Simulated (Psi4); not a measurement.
A run for Psi4: SAPT0/jun-cc-pV(D+d)Z on C4H8 (a complex).

```
memory 1800 MB

molecule dimer {
0 1
C     1.85776800    0.47280300    0.47242500
C     1.85776800   -0.47280300   -0.47242500
H     0.93377200    0.87468800    0.87406300
H     2.78381800    0.87170900    0.87155600
H     2.78381800   -0.87170900   -0.87155600
H     0.93377200   -0.87468800   -0.87406300
--
0 1
C    -1.85776800    0.47280300   -0.47242500
C    -1.85776800   -0.47280300    0.47242500
H    -2.78381800    0.87170900   -0.87155600
H    -0.93377200    0.87468800   -0.87406300
H    -0.93377200   -0.87468800    0.87406300
H    -2.78381800   -0.87170900    0.87155600
units angstrom
symmetry c1
no_reorient
no_com
}

set {
  basis jun-cc-pV(D+d)Z
  scf_type df
  freeze_core true
}

energy('sapt0')
```

It printed:

```
[...]
==> Input File <==

--------------------------------------------------------------------------
memory 1800 MB

molecule dimer {
0 1
C     1.85776800    0.47280300    0.47242500
C     1.85776800   -0.47280300   -0.47242500
H     0.93377200    0.87468800    0.87406300
H     2.78381800    0.87170900    0.87155600
H     2.78381800   -0.87170900   -0.87155600
H     0.93377200   -0.87468800   -0.87406300
--
0 1
C    -1.85776800    0.47280300   -0.47242500
C    -1.85776800   -0.47280300    0.47242500
H    -2.78381800    0.87170900   -0.87155600
H    -0.93377200    0.87468800   -0.87406300
H    -0.93377200   -0.87468800    0.87406300
H    -2.78381800   -0.87170900    0.87155600
units angstrom
symmetry c1
no_reorient
no_com
}

set {
  basis jun-cc-pV(D+d)Z
  scf_type df
  freeze_core true
}

energy('sapt0')
--------------------------------------------------------------------------


   => Loading Basis Set <=

    Name: JUN-CC-PV(D+D)Z
    Role: ORBITAL
    Keyword: BASIS
    atoms 1-2, 7-8  entry C          line   188 file jun-cc-pv_dpd_z.gbs
    atoms 3-6, 9-12 entry H          line    60 file jun-cc-pv_dpd_z.gbs

   => Loading Basis Set <=

    Name: JUN-CC-PV(D+D)Z
    Role: ORBITAL
    Keyword: BASIS
    atoms 1-2, 7-8  entry C          line   188 file jun-cc-pv_dpd_z.gbs
    atoms 3-6, 9-12 entry H          line    60 file jun-cc-pv_dpd_z.gbs


  //>>>>>>>>>>>>>>>>>>>>>>>>>>>>>>>>>>>//
  //              Dimer HF             //
  //<<<<<<<<<<<<<<<<<<<<<<<<<<<<<<<<<<<//

   => Libint2 <=

    Primary   basis highest AM E, G, H:  7, 6, 3
    Auxiliary basis highest AM E, G, H:  7, 7, 4
    Onebody   basis highest AM E, G, H:  -, -, -
    Solid Harmonics ordering:            Gaussian


   => Loading Basis Set <=

    Name: JUN-CC-PV(D+D)Z
    Role: ORBITAL
    Keyword: BASIS
    atoms 1-2, 7-8  entry C          line   188 file jun-cc-pv_dpd_z.gbs
    atoms 3-6, 9-12 entry H          line    60 file jun-cc-pv_dpd_z.gbs


         ---------------------------------------------------------
                                   SCF
               by Justin Turney, Rob Parrish, Andy Simmonett
                          and Daniel G. A. Smith
                              RHF Reference
                        1 Threads,   1716 MiB Core
         ---------------------------------------------------------

  ==> Geometry <==

    Molecular point group: c1
    Full point group: D2

    Geometry (in Angstrom), charge = 0, multiplicity = 1:

       Center              X                  Y                   Z               Mass
    ------------   -----------------  -----------------  -----------------  -----------------
         C            1.857768000000     0.472803000000     0.472425000000    12.000000000000
         C            1.857768000000    -0.472803000000    -0.472425000000    12.000000000000
         H            0.933772000000     0.874688000000     0.874063000000     1.007825032230
         H            2.783818000000     0.871709000000     0.871556000000     1.007825032230
         H            2.783818000000    -0.871709000000    -0.871556000000     1.007825032230
         H            0.933772000000    -0.874688000000    -0.874063000000     1.007825032230
         C           -1.857768000000     0.472803000000    -0.472425000000    12.000000000000
         C           -1.857768000000    -0.472803000000     0.472425000000    12.000000000000
         H           -2.783818000000     0.871709000000    -0.871556000000     1.007825032230
         H           -0.933772000000     0.874688000000    -0.874063000000     1.007825032230
         H           -0.933772000000    -0.874688000000     0.874063000000     1.007825032230
         H           -2.783818000000    -0.871709000000     0.871556000000     1.007825032230

  Running in c1 symmetry.

  Rotational constants: A =      0.49974  B =      0.07759  C =      0.07758 [cm^-1]
  Rotational constants: A =  14981.92864  B =   2326.00271  C =   2325.76045 [MHz]
  Nuclear repulsion =  102.076461847254748

  Charge       = 0
  Multiplicity = 1
  Electrons    = 32
  Nalpha       = 16
  Nbeta        = 16

  ==> Algorithm <==

  SCF Algorithm Type is DF.
  DIIS enabled.
  MOM disabled.
  Fractional occupation disabled.
  Guess Type is SAD.
  Energy threshold   = 1.00e-08
  Density threshold  = 1.00e-08
  Integral threshold = 1.00e-12

  ==> Primary Basis <==

  Basis Set: JUN-CC-PV(D+D)Z
    Blend: JUN-CC-PV(D+D)Z
    Number of shells: 56
    Number of basis functions: 112
    Number of Cartesian functions: 116
    Spherical Harmonics?: true
    Max angular momentum: 2

   => Loading Basis Set <=

    Name: (JUN-CC-PV(D+D)Z AUX)
    Role: JKFIT
    Keyword: DF_BASIS_SCF
    atoms 1-2, 7-8  entry C          line   146 file jun-cc-pvdz-jkfit.gbs
    atoms 3-6, 9-12 entry H          line    70 file jun-cc-pvdz-jkfit.gbs

  ==> Integral Setup <==

  DFHelper Memory: AOs need 0.050 GiB; user supplied 1.257 GiB.
  SCF_SUBTYPE=INCORE selected. In-core MEM_DF algorithm will be used.
[...]
A      2.663298
      96A      2.757619    97A      2.830362    98A      2.836176
      99A      2.990294   100A      3.134861   101A      3.144500
     102A      3.197253   103A      3.231658   104A      3.387975
     105A      3.601265   106A      3.742225   107A      4.155124
     108A      5.169316   109A      5.222650   110A      5.541624
     111A     18.130163   112A     18.629496

    Final Occupation by Irrep:
              A
    DOCC [     8 ]
    NA   [     8 ]
    NB   [     8 ]

  @DF-RHF Final Energy:   -78.04175653494514

   => Energetics <=

    Nuclear Repulsion Energy =             33.3071318937379459
    One-Electron Energy =                -169.8502922266830524
    Two-Electron Energy =                  58.5014037979999486
    Total Energy =                        -78.0417565349451365

Computation Completed


Properties will be evaluated at   0.000000,   0.000000,   0.000000 [a0]

Properties computed using the SCF density matrix


 Multipole Moments:

 ------------------------------------------------------------------------------------
     Multipole            Electronic (a.u.)      Nuclear  (a.u.)        Total (a.u.)
 ------------------------------------------------------------------------------------

 L = 1.  Multiply by 2.5417464519 to convert [e a0] to [Debye]
 Dipole X            :         56.1726583          -56.1785266           -0.0058683
 Dipole Y            :         -0.0000000            0.0000000           -0.0000000
 Dipole Z            :          0.0000000           -0.0000000            0.0000000
 Magnitude           :                                                    0.0058683

 ------------------------------------------------------------------------------------

  Constructing Basis Sets for SAPT...

   => Loading Basis Set <=

    Name: (JUN-CC-PV(D+D)Z AUX)
    Role: RIFIT
    Keyword: DF_BASIS_SAPT
    atoms 1-2, 7-8  entry C          line   100 file jun-cc-pvdz-ri.gbs
    atoms 3-6, 9-12 entry H          line    30 file jun-cc-pvdz-ri.gbs

   => Loading Basis Set <=

    Name: (JUN-CC-PV(D+D)Z AUX)
    Role: JKFIT
    Keyword: DF_BASIS_ELST
    atoms 1-2, 7-8  entry C          line   146 file jun-cc-pvdz-jkfit.gbs
    atoms 3-6, 9-12 entry H          line    70 file jun-cc-pvdz-jkfit.gbs


  //>>>>>>>>>>>>>>>>>>>>>>>>>>>>>>>>>>>//
  //               SAPT0               //
  //<<<<<<<<<<<<<<<<<<<<<<<<<<<<<<<<<<<//



        SAPT0
    Ed Hohenstein
     6 June 2009

      Orbital Information
  --------------------------
    NSO        =       112
    NMO        =       112
    NRI        =       372
    NRI (Elst) =       500
    NOCC A     =         8
    NOCC B     =         8
    FOCC A     =         2
    FOCC B     =         2
    NVIR A     =       104
    NVIR B     =       104

    Elst10,r            =    -0.001846670362 [Eh]
    Exch10              =     0.003642561918 [Eh]
    Exch10 (S^2)        =     0.003640912885 [Eh]

    Maxiter = 50
    CPHF R converge = 1.000000E-08

    Iter     Energy [mEh]          dE [mEh]         Residual      Time [s]
       1      -0.20264425       0.202644248     1.855056e-03             0
       2      -0.24656439       0.043920137     3.214939e-04             0
       3      -0.24672548       0.000161096     8.865379e-05             0
       4      -0.24617514      -0.000550339     2.060634e-05             0
       5      -0.24621515       0.000040004     4.498113e-06             0
       6      -0.24623048       0.000015337     7.288183e-07             1
       7      -0.24622778      -0.000002700     9.002521e-08             1
       8      -0.24622791       0.000000123     1.328259e-08             1
       9      -0.24622792       0.000000009     2.549491e-09             1

    CHF Iterations converged

    Maxiter = 50
    CPHF R converge = 1.000000E-08

    Iter     Energy [mEh]          dE [mEh]         Residual      Time [s]
       1      -0.20264425       0.202644248     1.855056e-03             0
       2      -0.24656439       0.043920137     3.214939e-04             0
       3      -0.24672548       0.000161096     8.865379e-05             0
       4      -0.24617514      -0.000550339     2.060634e-05             0
       5      -0.24621515       0.000040004     4.498113e-06             0
       6      -0.24623048       0.000015337     7.288183e-07             0
       7      -0.24622778      -0.000002700     9.002521e-08             0
       8      -0.24622791       0.000000123     1.328259e-08             0
       9      -0.24622792       0.000000009     2.549491e-09             0

    CHF Iterations converged

    Ind20,r (A<-B)      =    -0.000246227916 [Eh]
    Ind20,r (B<-A)      =    -0.000246227916 [Eh]
    Ind20,r             =    -0.000492455831 [Eh]
    Exch-Ind20,r (A<-B) =     0.000196944094 [Eh]
    Exch-Ind20,r (B<-A) =     0.000196944094 [Eh]
    Exch-Ind20,r        =     0.000393888189 [Eh]
    Disp20              =    -0.002967299744 [Eh]
    Disp20 (SS)         =    -0.001483649872 [Eh]
    Disp20 (OS)         =    -0.001483649872 [Eh]
    Exch-Disp20         =     0.000257771035 [Eh]
    Exch-Disp20 (SS)    =     0.000150253164 [Eh]
    Exch-Disp20 (OS)    =     0.000107517871 [Eh]

    SAPT Results
  --------------------------------------------------------------------------------------------------------
    Electrostatics                 -1.84667036 [mEh]      -1.15880315 [kcal/mol]      -4.84843237 [kJ/mol]
      Elst10,r                     -1.84667036 [mEh]      -1.15880315 [kcal/mol]      -4.84843237 [kJ/mol]

    Exchange                        3.64256192 [mEh]       2.28574211 [kcal/mol]       9.56354500 [kJ/mol]
      Exch10                        3.64256192 [mEh]       2.28574211 [kcal/mol]       9.56354500 [kJ/mol]
      Exch10(S^2)                   3.64091289 [mEh]       2.28470733 [kcal/mol]       9.55921546 [kJ/mol]

    Induction                      -0.31493711 [mEh]      -0.19762602 [kcal/mol]      -0.82686728 [kJ/mol]
      Ind20,r                      -0.49245583 [mEh]      -0.30902070 [kcal/mol]      -1.29294261 [kJ/mol]
      Exch-Ind20,r                  0.39388819 [mEh]       0.24716857 [kcal/mol]       1.03415330 [kJ/mol]
      delta HF,r (2)               -0.21636947 [mEh]      -0.13577389 [kcal/mol]      -0.56807797 [kJ/mol]

    Dispersion                     -2.70952871 [mEh]      -1.70025493 [kcal/mol]      -7.11386664 [kJ/mol]
      Disp20                       -2.96729974 [mEh]      -1.86200870 [kcal/mol]      -7.79064440 [kJ/mol]
      Exch-Disp20                   0.25777104 [mEh]       0.16175377 [kcal/mol]       0.67677776 [kJ/mol]
      Disp20 (SS)                  -1.48364987 [mEh]      -0.93100435 [kcal/mol]      -3.89532220 [kJ/mol]
      Disp20 (OS)                  -1.48364987 [mEh]      -0.93100435 [kcal/mol]      -3.89532220 [kJ/mol]
      Exch-Disp20 (SS)              0.15025316 [mEh]       0.09428528 [kcal/mol]       0.39448963 [kJ/mol]
      Exch-Disp20 (OS)              0.10751787 [mEh]       0.06746848 [kcal/mol]       0.28228813 [kJ/mol]

  Total HF                          1.48095444 [mEh]       0.92931294 [kcal/mol]       3.88824535 [kJ/mol]
  Total SAPT0                      -1.22857427 [mEh]      -0.77094199 [kcal/mol]      -3.22562129 [kJ/mol]

  Special recipe for scaled SAPT0 (see Manual):
    Electrostatics sSAPT0          -1.84667036 [mEh]      -1.15880315 [kcal/mol]      -4.84843237 [kJ/mol]
    Exchange sSAPT0                 3.64256192 [mEh]       2.28574211 [kcal/mol]       9.56354500 [kJ/mol]
    Induction sSAPT0               -0.31440167 [mEh]      -0.19729003 [kcal/mol]      -0.82546148 [kJ/mol]
    Dispersion sSAPT0              -2.70917830 [mEh]      -1.70003505 [kcal/mol]      -7.11294665 [kJ/mol]
  Total sSAPT0                     -1.22768842 [mEh]      -0.77038611 [kcal/mol]      -3.22329550 [kJ/mol]
  --------------------------------------------------------------------------------------------------------



*** Psi4 exiting successfully. Buy a developer a beer!
```

The run finished.

Cost: around 7 core-seconds (rough).
